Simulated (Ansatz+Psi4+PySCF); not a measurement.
Results of a calculation; reference values are marked as such.
A run of PySCF 2.14.0 on singlet AlH at this shape:

```yaml
atoms:
  - { symbol: Al, position_ang: [0.0000, 0.0000, 0.0019] }
  - { symbol: H, position_ang: [0.0000, 0.0000, 1.6481] }
```

Its results:

```yaml
Converged: yes
Reference_energy: -242.46240 hartree
Correlation_energy: -0.06207 hartree
Total_energy: -242.52447 hartree
Spin_squared_of_the_determinant: 0.000
```

Which input gives this output? Name the method, the orbitals and the basis set, and write the input.

RHF-MP2 in cc-pVTZ on H; cc-pV(T+d)Z on Al. An unrestricted run that stays on the closed shell gives the same numbers.

```python
from pyscf import gto, scf, mp

# the (T+d) and (D+d) sets load through basis_set_exchange
mol = gto.M(atom="""
Al 0.000000 0.000000 0.001870
H 0.000000 0.000000 1.648130
""", basis={'Al': 'cc-pv(t+d)z', 'H': 'cc-pvtz'}, charge=0, spin=0)
mf = scf.RHF(mol)
mf.kernel()
pt = mp.MP2(mf, frozen=5).run()
print(mf.e_tot, pt.e_corr, pt.e_tot)
```

Caution: unrestricted orbitals would lower the determinant.
